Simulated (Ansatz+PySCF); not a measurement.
Two shapes of doublet C2H3.

Shape 1:

```xyz
5

H     0.9067    1.2490   -2.2000
H     0.9067   -1.2050   -2.2000
H    -0.9412   -1.2050   -2.2000
C    -0.0172    0.6842   -2.2000
C    -0.0172   -0.6403   -2.2000
```

Shape 2:

```xyz
5

H     0.9102    1.2528   -2.2000
H     0.8931   -1.2007   -2.2000
H    -0.9378   -1.2111   -2.2000
C    -0.0138    0.6881   -2.2000
C    -0.0138   -0.6463   -2.2000
```

Basis set: cc-pVTZ (spherical functions). Frozen core: 2 orbitals. Correlation on ROHF uses semicanonical orbitals with singles. Charge 0, multiplicity 2.

Computed with Ansatz (development build ahead of 0.2.0); each method stands on the lowest determinant of its kind that the runs found.

(1) Which shape is lower in energy, and by how much in each method?

Answers

(1)

```csv
method,E(2) − E(1) (eV)
ROHF,0.019
UHF,0.005
ROHF-MP2,0.015
UHF-MP2,0.036
```

Shape 1 is lower. Caution for UHF, UHF-MP2: the unrestricted determinant is spin contaminated. Caution for ROHF-MP2, UHF-MP2: forces differ strongly between restricted and unrestricted references.
